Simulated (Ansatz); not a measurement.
# N₂+ (quartet): the correlation ladder, def2-QZVPP

An exercise on one series of results from a longer session: the logs are not shown, and one member is left open.

The runs use Ansatz 0.2.0, Gaussian basis; def2-QZVPP, core rule «outside noble gas», up to 2 orbitals frozen.

The runs, in order: UHF; ROHF; CCSD(T) on UHF.

**The system**

The geometry is a PBE0/def2-TZVP stationary point (not a proven minimum) of the parent state, kept for this charge and spin.

2 atoms, charge 1, spin multiplicity 4.

Atoms are counted from 1 here; the program's logs count them from 0.

Bond lengths: N1–N2 1.102 Å.

Set-up of the first run:

in.yaml reads:

```yaml
crystal:
  periodic: [false, false, false]
  atoms:
    - {symbol: N, position_ang: [0.000000, 0.000000, 0.000000]}
    - {symbol: N, position_ang: [0.000000, 0.000000, 1.102000]}
basis:
  gaussian: {orbitals: "def2-QZVPP.json"}
total_charge: 1
magnetization: {spin_polarized: true, initial_magnetization: 3}
hamiltonian: {xc: hf}
output: {orbitals: {seedname: orbitals}}
```

Launch:

```
$ ansatz run in.yaml --threads 1 --pin off --events-out ev --progress --plain --max-ram 2393MiB
```

Steps of the session up to this table: UHF; ROHF; CCSD(T) on UHF.

One table of the session follows, with a row left open; its other results are not shown here.

```
  method  from UCCSD(T) (meV)
    ROHF              +9264.2
    UMP2              +1055.1
   UCCSD                    ?
UCCSD(T)                    0
```

Q: Estimate the row for UCCSD from the others.

As computed: from UCCSD(T) (meV): +505.9. In the column «from UCCSD(T) (meV)» it lies between UCCSD(T) (0) and UMP2 (+1055.1).

Left out of the table: UHF (another determinant or state than the rows shown).

The program flags UCCSD(T) as in doubt (see the logs), so the zero of the table is itself unsure.

Caveats from the session: The program flags UCCSD(T) as in doubt, so the zero of the table is itself unsure. Warnings: spin contamination; coupled cluster took another determinant than the lowest.
